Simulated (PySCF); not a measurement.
Compound: BClH3N.
SMILES: `NBCl`

Method: PBE0-D3(BJ)/def2-SVP geometry optimisation, gas phase in PySCF.

Take the most abundant isotopes and a rigid rotor. 

(1) What are A, B and C (GHz)?

(2) What kind of rotor is it?

(3) What does the inertial defect say?

(4) Which types of transition are allowed, and where do some lines up to J = 2 fall?

(5) Estimate the classical rotational partition function at 100 K, 200 K and 500 K.

Answers

(1) Ia = 9.88, Ib = 92.08, Ic = 101.96 u·Å²; 505379 MHz·u·Å²/I gives 51131, 5489 and 4957 MHz, that is A = 51.131, B = 5.4887, C = 4.9567 GHz.

(2) A near-prolate asymmetric top; Ray's κ = -0.977.

(3) Planar: Δ = Ic − Ia − Ib = 0.00 u·Å². For a rigid frame Δ = −2 Σ m c², so it vanishes when all atoms lie in the ab plane; here none is more than 0.01 Å from it.

(4) The dipole components are |μa| = 2.67 D, |μb| = 0.92 D, |μc| = 0.00 D; the mirror of this Cs structure is the ab plane, so μc vanishes by symmetry and there are no c-type lines. Intensities carry the squares of the components, which stand as 1.00 : 0.12 (a : b). Some lines, for components of 0.1 D or more:

```json
{"type": "a", "branch": "Q", "J(Ka,Kc)": "1(1,0) ← 1(1,1)", "MHz": "532", "lower level (cm⁻¹)": "1.871"}
{"type": "a", "branch": "Q", "J(Ka,Kc)": "2(1,1) ← 2(1,2)", "MHz": "1596", "lower level (cm⁻¹)": "2.550"}
{"type": "a", "branch": "R", "J(Ka,Kc)": "1(0,1) ← 0(0,0)", "MHz": "10445", "lower level (cm⁻¹)": "0.000"}
{"type": "a", "branch": "R", "J(Ka,Kc)": "2(1,2) ← 1(1,1)", "MHz": "20359", "lower level (cm⁻¹)": "1.871"}
{"type": "a", "branch": "R", "J(Ka,Kc)": "2(0,2) ← 1(0,1)", "MHz": "20886", "lower level (cm⁻¹)": "0.348"}
{"type": "a", "branch": "R", "J(Ka,Kc)": "2(1,1) ← 1(1,0)", "MHz": "21423", "lower level (cm⁻¹)": "1.889"}
{"type": "b", "branch": "Q", "J(Ka,Kc)": "1(1,0) ← 1(0,1)", "MHz": "46175", "lower level (cm⁻¹)": "0.348"}
{"type": "b", "branch": "Q", "J(Ka,Kc)": "2(1,1) ← 2(0,2)", "MHz": "46711", "lower level (cm⁻¹)": "1.045"}
{"type": "b", "branch": "R", "J(Ka,Kc)": "1(1,1) ← 0(0,0)", "MHz": "56088", "lower level (cm⁻¹)": "0.000"}
{"type": "b", "branch": "R", "J(Ka,Kc)": "2(1,2) ← 1(0,1)", "MHz": "66001", "lower level (cm⁻¹)": "0.348"}
{"type": "b", "branch": "Q", "J(Ka,Kc)": "2(2,0) ← 2(1,1)", "MHz": "136933", "lower level (cm⁻¹)": "2.603"}
{"type": "b", "branch": "Q", "J(Ka,Kc)": "2(2,1) ← 2(1,2)", "MHz": "138524", "lower level (cm⁻¹)": "2.550"}
{"type": "b", "branch": "R", "J(Ka,Kc)": "2(2,1) ← 1(1,0)", "MHz": "158351", "lower level (cm⁻¹)": "1.889"}
{"type": "b", "branch": "R", "J(Ka,Kc)": "2(2,0) ← 1(1,1)", "MHz": "158888", "lower level (cm⁻¹)": "1.871"}
```

(5) Point group Cs, symmetry number σ = 1; q = (√π/σ)·√((kT/h)³/(ABC)), k/h = 20836.6 MHz/K: 4520 at 100 K, 12800 at 200 K, 50500 at 500 K.

No PBE0-D3(BJ)/def2-SVP frequencies stand behind this structure, so it isn't proved a minimum. Zero-point vibration and centrifugal distortion are left out. Quadrupole hyperfine structure (11B, 14N, 35Cl) is left out.

Hardware: one thread, Arm Neoverse V1 (shared host). Cost: 5.0 s wall. These figures are those of the optimisation.

Conformer computed: `[NH2:1][BH:2][Cl:3]`: H–N1–B2–Cl3 180°, H–N1–B2–Cl3 0°.
